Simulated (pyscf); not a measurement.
Thermochemistry of product channels of CH₄ + F• on the doublet surface, in kcal/mol, from ωB97M-D3(BJ)/def2-TZVP energies (ideal gas, 1 atm, RRHO with modes under 100 cm⁻¹ raised to 100, one conformer, R ln 2 for rigid chiral ones). Optimised with ωB97X-D3(BJ)/def2-SVP in PySCF.

```json
[
 {"products": "•H₂C–F + H₂", "ΔE": "-2.1", "ΔH(298 K)": "-7.6", "ΔG(298 K)": "-9.6", "ΔG(1200 K)": "-17.7"},
 {"products": "CH₃• + HF", "ΔE": "…", "ΔH(298 K)": "-27.6", "ΔG(298 K)": "-29.9", "ΔG(1200 K)": "-38.0"},
 {"products": "CH₂ [triplet] + HF + H•", "ΔE": "…", "ΔH(298 K)": "+82.6", "ΔG(298 K)": "+72.2", "ΔG(1200 K)": "+37.1"}
]
```

**Question.** What belongs in the gaps?

**Answer.** 
- CH₃• + HF, ΔE: -24.8
- CH₂ [triplet] + HF + H•, ΔE: +91.9

These are energies of the channels, which say nothing of barriers. Left out: orbital degeneracy and the spin-orbit lowering of F.
